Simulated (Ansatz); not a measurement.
Saddle point of C$_{3}$H$_{7}$, doublet (C₃H₆ (C1CC1) + H → C₃H₅ ([CH]1[CH2][CH2]1) + H₂; bonds formed: H1–H5; bonds broken: H1–C2), PBE0-D4/def2-TZVP structure:

```
atom    x (Å)    y (Å)    z (Å)
  H1  -0.6960  -0.7145   1.3445
  C2   0.2174  -0.6298   0.1757
  C3   0.7014   0.7372  -0.0643
  C4  -0.3665   0.1234  -0.9434
  H5  -1.2441  -0.7040   2.0029
  H6   0.7876  -1.5472   0.1237
  H7   1.7008   0.8723  -0.4644
  H8   0.3862   1.5225   0.6159
  H9  -0.1117  -0.1697  -1.9565
 H10  -1.3750   0.5100  -0.8340
```

Energies are electronic, without zero-point energy. Barriers and step energies count from the start structure reached by relaxing down the imaginary mode; all methods use the PBE0-D4 structures, on which another method's saddle can fall below an end. Computed with Ansatz 0.2.0 (basis: def2-TZVPP, with def2-QZVPP for the basis limit); correlated methods freeze the cores; orbitals are unrestricted. B3LYP uses VWN-RPA correlation. Extrapolation: Hartree–Fock as exp(−7.88 √X), correlation as X^−2.97.

```json
{"method": "SPW92", "barrier (eV)": "0.234", "step energy (eV)": "0.383"}
{"method": "PBE-D4", "barrier (eV)": "0.376", "step energy (eV)": "0.259"}
{"method": "BLYP-D4", "barrier (eV)": "0.268", "step energy (eV)": "0.085"}
{"method": "r2SCAN-D4", "barrier (eV)": "0.330", "step energy (eV)": "0.105"}
{"method": "B97M-V", "barrier (eV)": "0.460", "step energy (eV)": "0.223"}
{"method": "PBE0-D4", "barrier (eV)": "0.513", "step energy (eV)": "0.301"}
{"method": "B3LYP-D4", "barrier (eV)": "0.383", "step energy (eV)": "0.135"}
{"method": "r2SCAN0-D4", "barrier (eV)": "0.429", "step energy (eV)": "0.144"}
{"method": "BHLYP-D4", "barrier (eV)": "0.542", "step energy (eV)": "0.186"}
{"method": "CAM-B3LYP-D4", "barrier (eV)": "?", "step energy (eV)": "0.214"}
{"method": "wB97X-V", "barrier (eV)": "0.608", "step energy (eV)": "0.302"}
{"method": "wB97M-V", "barrier (eV)": "0.610", "step energy (eV)": "0.284"}
{"method": "B2PLYP", "barrier (eV)": "0.560", "step energy (eV)": "0.243"}
{"method": "PBE-QIDH", "barrier (eV)": "0.701", "step energy (eV)": "0.385"}
{"method": "RPA on PBE", "barrier (eV)": "?", "step energy (eV)": "0.268"}
{"method": "HF", "barrier (eV)": "1.031", "step energy (eV)": "0.319"}
{"method": "MP2", "barrier (eV)": "?", "step energy (eV)": "0.501"}
{"method": "CCSD", "barrier (eV)": "0.685", "step energy (eV)": "0.260"}
{"method": "CCSD(T)", "barrier (eV)": "0.668", "step energy (eV)": "0.287"}
```

Q: Fill in the withheld barriers. (To be estimated.)

A: By the calculation: MP2 0.893; RPA on PBE 0.663; CAM-B3LYP-D4 0.484 eV. Each is the energy of the saddle less that of the start structure, by the same method.

For comparison, the barrier by CCSD(T) at an estimated basis limit (MP2 extrapolated from triple and quadruple zeta, plus CCSD(T) − MP2 in triple zeta) is 0.650 eV.

No T1 diagnostic of these runs exceeds 0.014. ⟨S²⟩ of the unrestricted Hartree–Fock references: 0.75 to 0.78 (a pure state has 0.75).

Labels in which every atom is bracketed show which atoms are joined, not bond orders.

For scale, one of the runs: CCSD(T)/def2-TZVPP, 191 basis functions (an equivalent command: `ansatz run in.yaml --threads 4`). Hardware: 4 CPU threads, shared host. Wall time 70 s; peak host memory 5.6 GiB.
